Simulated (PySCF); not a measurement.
## Si2: energy against distance

Set-up: basis Si 3-21G; no relativity; PySCF 2.14. Energies in eV from Si + Si in their ground configurations at the same level. State: ³Σg⁻ (triplet), unpaired electrons π ↑↑.

| R (Å) | PBE0 | UHF-CCSD(T) |
| --- | --- | --- |
| 2.034 | -1.866 |  |
| 2.128 | -2.323 | -1.519 |
| 2.223 | -2.570 | -1.807 |
| 2.294 | -2.656 | -1.924 |
| 2.365 | -2.679 | -1.979 |
| 2.436 | -2.653 | -1.987 |
| 2.531 | -2.561 | -1.943 |
| 2.649 | -2.381 | -1.827 |
| 2.791 | -2.101 | -1.626 |
| 2.980 | -1.665 |  |

Q: Put a parabola through the three lowest points of the PBE0 curve and estimate Re, k and ωe (reduced mass 13.99 u; 1 eV/Å² = 0.16022 mdyn/Å; ωe = 1302.8·√(k/μ) cm⁻¹).

A: Through R = 2.294, 2.365, 2.436 Å the second-order coefficient is 4.86 eV/Å², so Re ≈ 2.363 Å, k ≈ 1.56 mdyn/Å and ωe ≈ 435 cm⁻¹. A polynomial fit of higher order to the unrounded PBE0 energies gives Re = 2.359 Å, k = 1.57 mdyn/Å, ωe = 437 cm⁻¹; anharmonicity and rounding make the difference.

The higher-order fit for each curve: PBE0: Re = 2.359 Å, ωe = 437 cm⁻¹, De = 2.68 eV; UHF-CCSD(T): Re = 2.414 Å, ωe = 387 cm⁻¹, De = 1.99 eV.

Correlated steps freeze 10 core orbitals. 3-21G is very small, so such numbers show the basis as much as the molecule. The state is the lowest determinant that a PBE0 search found; another state may lie lower at other levels.
